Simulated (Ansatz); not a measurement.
**AlClH4Si: up Jacob's ladder to CCSD(T)**

How much do the methods differ for AlClH4Si? The plan is to run it at one geometry with functionals of several rungs and with coupled cluster. The yardstick is the atomisation energy at the CCSD(T) limit.

Computed with Ansatz 0.2.0, Gaussian basis. Level: functionals in def2-TZVPP, the program's frozen cores in correlated methods.

The runs, in order: LDA (SPW92), PBE-D4, revPBE-D4, BLYP-D4, r2SCAN-D4, B97M-V, PBE0-D4, B3LYP-D4, r2SCANh-D4, r2SCAN0-D4, HSE06-D4, BHLYP-D4, CAM-B3LYP-D4, LC-ωPBE, ωB97X-V, ωB97M-V, B2PLYP, PBE-QIDH; CCSD(T)/def2-SVP; CCSD(T)/def2-TZVPP; MP2/def2-QZVPP; extrapolation to the limit; RPA on PBE.

## 1. Structure used throughout

An earlier PBE0-D4 in a triple-zeta def2 set relaxation fixed the geometry.

7 atoms, charge 0, spin multiplicity 1.

Atoms are counted from 1 here; the program's logs count them from 0.

Bond lengths: Si1–Al2 2.446 Å, Si1–H4 1.490 Å, Si1–H5 1.490 Å, Si1–H6 1.489 Å, Al2–Cl3 2.104 Å, Al2–H7 1.581 Å. Angles: Al2–Si1–H4 110.2°, Al2–Si1–H5 110.2°, Al2–Si1–H6 112.2°, H4–Si1–H5 107.8°, H4–Si1–H6 108.2°, H5–Si1–H6 108.1°, Si1–Al2–Cl3 116.2°, Si1–Al2–H7 127.5°, Cl3–Al2–H7 116.3°.

As a file:

```xyz
7

Si   -0.8612    0.5825   -0.3112
Al    1.0948   -0.6124    0.5431
Cl    1.7834   -2.2231   -0.6229
H    -2.0127   -0.3518   -0.4553
H    -0.5676    1.1547   -1.6551
H    -1.2766    1.6961    0.5863
H     1.9011   -0.3140    1.8695
```

## 2. LDA

This LDA is Slater exchange with PW92 correlation.

File in.yaml:

```yaml
crystal:
  periodic: [false, false, false]
  atoms:
    - {symbol: Si, position_ang: [-0.861232, 0.582519, -0.311210]}
    - {symbol: Al, position_ang: [1.094795, -0.612421, 0.543106]}
    - {symbol: Cl, position_ang: [1.783412, -2.223128, -0.622903]}
    - {symbol: H, position_ang: [-2.012678, -0.351791, -0.455306]}
    - {symbol: H, position_ang: [-0.567601, 1.154725, -1.655104]}
    - {symbol: H, position_ang: [-1.276559, 1.696075, 0.586291]}
    - {symbol: H, position_ang: [1.901063, -0.313979, 1.869528]}
basis:
  gaussian: {orbitals: def2-TZVPP}
hamiltonian: {xc: lda}
output: {orbitals: {seedname: orbitals}}
```

Further steps of the session: PBE-D4 (GGA); revPBE-D4 (GGA); BLYP-D4 (GGA); r2SCAN-D4 (meta-GGA); B97M-V (meta-GGA); PBE0-D4 (hybrid); B3LYP-D4 (hybrid); r2SCANh-D4 (hybrid); r2SCAN0-D4 (hybrid); HSE06-D4 (hybrid); BHLYP-D4 (hybrid); CAM-B3LYP-D4 (range-separated); LC-ωPBE-D4 (range-separated); ωB97X-V (range-separated); ωB97M-V (range-separated); B2PLYP (double hybrid); PBE-QIDH (double hybrid); CCSD(T) in def2-SVP; CCSD(T) in def2-TZVPP; MP2 in def2-QZVPP; RPA on PBE orbitals.

Q: Predict the results of all the runs planned. Wanted: atomisation energy, CCSD(T)/CBS; farthest beyond LDA; mean size of error, GGA; mean size of error, meta-GGA; mean size of error, hybrid; mean size of error, range-separated; mean size of error, double hybrid; gap, smallest and largest; T1 diagnostic.

**Answer**, as computed:

```
                               quantity                                      value
        atomisation energy, CCSD(T)/CBS                             461.7 kcal/mol
functionals within 2.3 kcal/mol (0.5 %)             r2SCAN-D4, r2SCANh-D4, ωB97M-V
                    farthest beyond LDA                 revPBE-D4 (-15.4 kcal/mol)
                mean size of error, GGA                              12.2 kcal/mol
           mean size of error, meta-GGA                               3.4 kcal/mol
             mean size of error, hybrid                               5.9 kcal/mol
    mean size of error, range-separated                               4.1 kcal/mol
      mean size of error, double hybrid                               8.7 kcal/mol
              gap, smallest and largest  3.78 eV (LDA (SPW92)), 10.39 eV (LC-ωPBE)
                          T1 diagnostic                                     0.0113
triples share of the correlation energy                                      3.5 %
```

In words: LDA overbinds by 39.6 kcal/mol (9 %). PBE-D4 misses by -9.2 kcal/mol. Double hybrids carry the basis error of their MP2 part in triple zeta, and no dispersion term here, so their miss is partly the set-up's. Taken by rung, meta-GGA functionals do best (3.4 kcal/mol on average) and GGA ones worst beyond LDA (12.2 kcal/mol). The gap between the best rungs is small, so their order is not settled. Misses under about 2.3 kcal/mol are within the doubt on the reference itself, which lacks core-valence correlation, relativity and higher excitations. Hartree-Fock recovers 78 % of the binding; the rest is correlation. CCSD(T) in def2-SVP is off by -31.1 kcal/mol, so the small basis spoils what the method gains. Orbital gaps span 3.8 to 10.4 eV; exact exchange widens them.
